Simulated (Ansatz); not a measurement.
[Br···H···NH], triplet: transfer scan

Starting geometry:

| atom | x (Å) | y (Å) | z (Å) |
| --- | --- | --- | --- |
| Br | -1.8444 | 0.2511 | 0.0000 |
| H | -0.4238 | 0.2511 | 0.0000 |
| N | 0.9996 | 0.2511 | 0.0000 |
| H | 1.2687 | -0.7532 | 0.0000 |

From there atom H2 is moved from one fragment to the other while all else, the fragments' distance too, stays fixed; atoms are numbered as listed. Energies are in kJ/mol, counted from the starting geometry at the same level. Kohn–Sham curves are unrestricted where that lies lower.

Basis cc-pVTZ; Ansatz 0.2.0. Correlated methods freeze the noble-gas cores and the filled d shells of p-block atoms. R marks a restricted (for open shells ROHF) determinant, U an unrestricted one. No spin–orbit coupling is included, and no scalar relativity.

Full CI isn't at hand for all of this; UCCSDT(Q) serves as the reference, and is uncertain by the last step of the cluster series or more.

| distance Br1-H2 (Å) | UCCSDT(Q) | curve A | curve B | curve C | curve D |
| --- | --- | --- | --- | --- | --- |
| 1.421 | 0.0 | 0.0 | 0.0 | 0.0 | 0.0 |
| 1.475 | -3.2 | -5.2 | -2.9 | -5.7 | -1.3 |
| 1.585 | -6.4 | -12.5 | -5.6 | -15.8 | -0.2 |
| 1.694 | -13.8 | -22.4 | -13.0 | -28.5 | -7.9 |
| 1.804 | -19.1 | -26.7 | -18.7 | -34.3 | -16.9 |

Question: The curves come from B2PLYP, RPA-PBE, UCCSD(T), UMP2. Compare each with UCCSDT(Q) and say which is which.

Answer: A: B2PLYP, B: UCCSD(T), C: RPA-PBE, D: UMP2. Spread of the error against UCCSDT(Q), over the points where both stand: A 8.6, B 0.8, C 15.2, D 6.2 kJ/mol. 

Functionals correlate the shells that the reference freezes, so part of their error here is the reference's.
